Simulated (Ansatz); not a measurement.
Consider the hydrogen abstraction from the Al–H bond: `[F][AlH2]` + `[SiH3]`• → `[F][AlH]`• + SiH₄.

Calculated with Ansatz (gas phase, PBE0-D4/def2-TZVP geometries, no zero-point term in ΔE). CBS: def2 TZ/QZ extrapolation, frozen cores. DFT in def2-TZVPP. No spin–orbit coupling; open shells (•) take unrestricted orbitals.

CCSD(T)/CBS gives -32.7 kJ/mol.

Q: Another level gave -37.2 kJ/mol. Which?
A. BLYP-D4/def2-TZVPP
B. LDA (SPW92)/def2-TZVPP
C. CCSD(T)/def2-TZVPP
D. B97M-V/def2-TZVPP

A: A. BLYP-D4 -37.2, CCSD(T)/def2-TZVPP -31.2, B97M-V -22.2, LDA (SPW92) -44.2 kJ/mol.

Largest T1 diagnostic among the species: 0.016.

At CCSD(T), def2-SVP lies +8.1 kJ/mol from the extrapolated value and def2-TZVPP +1.5 kJ/mol. From BLYP to BHLYP (50 % exact exchange), in def2-TZVPP and without D4, ΔE moves by +3.0 kJ/mol. Leaving LDA and LC-ωPBE aside and taking each functional with its dispersion term where it has one, the values, not all of them listed here, spread over 16.3 kJ/mol, from PBE-D4 to B97M-V. LDA lies −5.8 kJ/mol from PBE without D4.
